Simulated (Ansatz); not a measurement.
Total energies of CH3F2NO (`NC(O)(F)F`).

```xyz
8

N     0.8824    0.2165   -0.7596
C    -0.0842    0.2215    0.2562
O    -0.8853   -0.8844    0.2537
F     0.5339    0.3223    1.4596
F    -0.8553    1.3310    0.1336
H     0.4348    0.1814   -1.6658
H     1.4950   -0.5810   -0.6531
H    -1.5212   -0.8072    0.9755
```

Charge 0, multiplicity 1. Geometry: relaxed with PBE0-D4/def2-TZVP. It is one conformer, not always the lowest. Basis def2-TZVPP, Ansatz.

RPA on PBE orbitals: Hartree–Fock energy of these orbitals -367.93006 Eh, correlation -1.67737 Eh (frozen core).

```
 functional  energy without D4 (Eh)  D4 term (kJ/mol)
LDA (SPW92)              -367.16724                 –
        PBE              -369.38110             -10.8
     revPBE              -369.63451             -42.8
       BLYP              -369.69694             -25.3
     r2SCAN              -369.59110              -2.6
     B97M-V              -369.65309                 –
       PBE0              -369.38449              -8.8
      B3LYP              -369.75759             -17.3
    r2SCAN0              -369.54082              -2.9
      BHLYP              -369.59221             -11.2
  CAM-B3LYP              -369.65195              -8.6
    LC-ωPBE              -369.55550                 –
    ωB97X-V              -369.63909                 –
    ωB97M-V              -369.65882                 –
```

Question: Give the same for r2SCANh, HSE06 (plane-wave form), B2PLYP, PBE-QIDH. (Best estimate.)

Answer: The calculation gave: 
```csv
functional,energy without D4 (Eh),D4 term (kJ/mol)
r2SCANh,-369.57048,-2.7
HSE06 (plane-wave form),-369.36864,-8.0
B2PLYP,-369.52937,–
PBE-QIDH,-369.33778,–
```

B3LYP takes the VWN-RPA correlation (the form of Gaussian; ORCA's B3LYP/G). HSE06 is the plane-wave form, built on full-range PBE exchange. The double hybrids freeze the cores in their second-order part.

LC-ωPBE has ω = 0.4 bohr⁻¹.
